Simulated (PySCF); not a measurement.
Species: boron monofluoride, BF (singlet state).
Bonds: B1–F2.

Level: CAM-B3LYP/def2-SVPD in PySCF, non-relativistic, on one gas-phase PBE0-D3(BJ)/def2-SVP geometry that isn't relaxed in the solvent. The solvent is an IEF-PCM continuum (Bondi radii, 1.10 Å for H, scaled by 1.2), and excitations are vertical TDDFT with non-equilibrium linear response and a frozen core. Only the electrostatic response of the medium enters.

Gas-phase singlets (H = HOMO, L = LUMO):

| state | E (eV) | λ (nm) | f | leading configuration |
| --- | --- | --- | --- | --- |
| S1 | 6.214 | 200 | 0.221 | H→L 97% |
| S2 | 6.214 | 200 | 0.221 | H→L+1 97% |
| S3 | 8.428 | 147 | 0.013 | H→L+2 99% |
| S4 | 9.524 | 130 | 0.356 | H→L+3 89% |
| S5 | 10.703 | 116 | 0.013 | H→L+4 88% |

Q: What are the lowest 5 singlets in chloroform (ε = 4.711)?

A: 
| state | E (eV) | λ (nm) | f | leading configuration | change by rank (eV) |
| --- | --- | --- | --- | --- | --- |
| S1 | 6.057 | 205 | 0.239 | H→L 99% | -0.157 |
| S2 | 6.057 | 205 | 0.239 | H→L+1 99% | -0.157 |
| S3 | 8.495 | 146 | 0.015 | H→L+2 98% | +0.067 |
| S4 | 9.230 | 134 | 0.398 | H→L+3 89% | -0.294 |
| S5 | 10.713 | 116 | 0.002 | H→L+4 89% | +0.010 |

Q: Give the list for methanol (ε = 32.61), n² = 1.77.

A: 
```
state  E (eV)  λ (nm)      f  leading configuration  change by rank (eV)
   S1   6.121     203  0.237              H→L+1 99%               -0.093
   S2   6.121     203  0.237                H→L 99%               -0.093
   S3   8.538     145  0.008              H→L+2 99%               +0.110
   S4   9.211     135  0.401              H→L+3 91%               -0.313
   S5  10.746     115  0.001              H→L+4 90%               +0.043
```

Q: The ground-state energy changes by -0.047 eV from gas to methanol. By how much does the total energy of gas-phase S3 change?

A: E(S3) = E(S0) + excitation energy, so it changes by -0.047 + 0.110 = +0.063 eV: it isn't lowered at all, while the ground state is. This is the vertical state, with the slow part of the continuum still set for S0.

Q: How do the frontier levels move from gas to methanol?

A: 
| orbital | gas (eV) | solvent (eV) | change (eV) | Löwdin shares, gas | Löwdin shares, solvent |
| --- | --- | --- | --- | --- | --- |
| LUMO+2 | 1.59 | 1.70 | +0.11 | B1 83 %, F2 17 % | B1 85 %, F2 15 % |
| LUMO+1 | 0.09 | 0.15 | +0.06 | B1 74 %, F2 26 % | B1 75 %, F2 25 % |
| LUMO | 0.09 | 0.15 | +0.06 | B1 74 %, F2 26 % | B1 75 %, F2 25 % |
| HOMO | -9.47 | -9.48 | -0.01 | B1 81 %, F2 19 % | B1 81 %, F2 19 % |
| HOMO-1 | -16.72 | -16.56 | +0.16 | F2 88 %, B1 12 % | F2 88 %, B1 12 % |
| HOMO-2 | -16.72 | -16.56 | +0.16 | F2 88 %, B1 12 % | F2 88 %, B1 12 % |
| HOMO-3 | -19.18 | -19.03 | +0.15 | F2 88 %, B1 12 % | F2 88 %, B1 12 % |

The HOMO–LUMO gap goes from 9.56 to 9.63 eV. Shares within a degenerate set are those of one arbitrary member.
